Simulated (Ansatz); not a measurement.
Species: H₂N, SMILES `[NH2]` (charge 0, multiplicity 2).

Task: Give a relaxed geometry from PBE-D3(BJ)/def2-SVP (Ansatz, a quantum-chemistry and plane-wave program).

Result: the end point of this relaxation (outside a Z-matrix the atoms follow the SMILES, hydrogens last).
Z-matrix (Å, degrees):
```
N
H 1 1.0470
H 1 1.0470 2 100.10
```
